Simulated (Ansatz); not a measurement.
**SiPNH+ (quintet): from Hartree-Fock to the top rungs, cc-pVTZ**

One table from this session's results is given with a row withheld; the runs are named, their logs left out.

The runs use Ansatz 0.2.0, Gaussian basis; cc-pVTZ, core rule «outside noble gas», up to 11 orbitals frozen.

To be run: UHF; CCSD(T) on ROHF; CCSD(T) on UHF; BCCD(T) on ROHF; CCSDT(Q) on ROHF; CCSDT(Q) on UHF.

5 further runs of the same task are left out: 5 set aside as unsound or not needed.

## The system

The geometry is a PBE0/def2-TZVP stationary point (not a proven minimum) of the parent state, kept for this charge and spin.

4 atoms, charge 1, spin multiplicity 5.

Atoms are counted from 1 here; the program's logs count them from 0.

Bond lengths: N1–Si2 1.684 Å, Si2–P3 2.147 Å, Si2–H4 1.486 Å. Angles: N1–Si2–P3 124.6°, N1–Si2–H4 115.7°, P3–Si2–H4 119.7°.

Set-up of the first run:

in.yaml reads:

```yaml
crystal:
  periodic: [false, false, false]
  atoms:
    - {symbol: N, position_ang: [0.000000, -0.653684, 1.908908]}
    - {symbol: Si, position_ang: [0.000000, 0.424943, 0.615445]}
    - {symbol: P, position_ang: [0.000000, -0.150432, -1.453120]}
    - {symbol: H, position_ang: [0.000000, 1.865832, 0.978241]}
basis:
  gaussian: {orbitals: cc-pVTZ}
total_charge: 1
magnetization: {spin_polarized: true, initial_magnetization: 4}
hamiltonian: {xc: hf}
output: {orbitals: {seedname: orbitals}}
```

Command:

```sh
> ansatz run in.yaml --threads 1 --pin off --events-out ev --progress --plain --max-ram 4096MiB --backend cpu
```

Steps of the session up to this table: UHF; CCSD(T) on ROHF; CCSD(T) on UHF; BCCD(T) on ROHF; CCSDT(Q) on ROHF; CCSDT(Q) on UHF.

One table of the session follows, with a row left open; its other results are not shown here.

It belongs to the step «Misses and costs». 

| method | from RCCSDT(Q) (meV) |
| --- | --- |
| ROHF | +10348.9 |
| UHF | +10025.3 |
| RMP2 | +1742.7 |
| UMP2 | +1811.2 |
| RCCSD | +489.2 |
| UCCSD | +478.3 |
| RCCSD(T) | +83.2 |
| UCCSD(T) | +82.8 |
| BCCD(T) | +81.9 |
| RCCSDT | +20.9 |
| UCCSDT | +17.6 |
| RCCSDT(Q) | 0 |
| UCCSDT(Q) | ? |

Q: Estimate the row for UCCSDT(Q) from the others.

**Answer.** from RCCSDT(Q) (meV): -4.6. In the column «from RCCSDT(Q) (meV)» it is the lowest.

To keep in mind: Restricted and unrestricted rows rest on different reference determinants; where their highest levels disagree by more than a few hundredths of an eV, they describe different states and don't form one ladder.
